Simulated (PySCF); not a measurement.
# SH at PBEsol

Level: PBEsol. PySCF, no relativity, basis sets H pcseg-1, S pcseg-1.

```
state                                          : ²Π (doublet), unpaired electrons π ↑
bond length                                    : 0.1371 nm
harmonic wavenumber                            : 2614 cm⁻¹
force constant                                 : 3.93 mdyn/Å
rotational constant Be                         : 9.180 cm⁻¹
anharmonicity ωexe                             : 46.1 cm⁻¹
vibration–rotation constant αe                 : 0.262 cm⁻¹
well depth De to H + S                         : 89.6 kcal/mol
dissociation energy D0                         : 85.9 kcal/mol
bond order (Mayer)                             : 0.95
dipole moment (positive dipole means H(−)S(+)) : -1.12 D
```

The state is the lowest determinant that a PBE0 search found; another state may lie lower at other levels.
